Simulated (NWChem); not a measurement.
formamide (CH₃NO); SMILES NC=O

```xyz
6

N     -0.1774     1.0773     0.0000
C      0.3851    -0.1549     0.0000
O     -0.2212    -1.1978     0.0000
H     -1.1870     1.1589     0.0000
H      0.3853     1.9157     0.0000
H      1.5029    -0.1038     0.0000
```
Atoms are numbered in this order, from 1.

Results from NWChem. Geometry: optimised at PBE0/def2-SVP. Total energies compare along this basis series because the functional is fixed.

```json
[
 {"level": "PBE/STO-3G", "basis functions": "18", "energy (Ha)": "-167.4082", "highest occupied level (eV)": "-1.97", "orbital gap (eV)": "5.14", "dipole (D)": "2.85", "relative time": "1"},
 {"level": "PBE/def2-SVP", "basis functions": "57", "energy (Ha)": "-169.5774", "highest occupied level (eV)": "-5.59", "orbital gap (eV)": "5.48", "dipole (D)": "3.71", "relative time": "2"},
 {"level": "PBE/def2-SVPD", "basis functions": "87", "energy (Ha)": "-169.5971", "highest occupied level (eV)": "-6.06", "orbital gap (eV)": "5.30", "dipole (D)": "3.90", "relative time": "7"},
 {"level": "PBE/def2-TZVP", "basis functions": "111", "energy (Ha)": "-169.7771", "highest occupied level (eV)": "-5.96", "orbital gap (eV)": "5.41", "dipole (D)": "3.83", "relative time": "20"},
 {"level": "PBE/def2-TZVPD", "basis functions": "141", "energy (Ha)": "-169.7792", "highest occupied level (eV)": "-6.06", "orbital gap (eV)": "5.30", "dipole (D)": "3.81", "relative time": "30"},
 {"level": "PBE/def2-TZVPP", "basis functions": "135", "energy (Ha)": "-169.7792", "highest occupied level (eV)": "-5.97", "orbital gap (eV)": "5.40", "dipole (D)": "3.81", "relative time": "20"},
 {"level": "PBE/def2-QZVP", "basis functions": "261", "energy (Ha)": "-169.7903", "highest occupied level (eV)": "-6.04", "orbital gap (eV)": "5.35", "dipole (D)": "3.82", "relative time": "200"}
]
```

The last column is a rough cost ratio, cheapest run = 1.
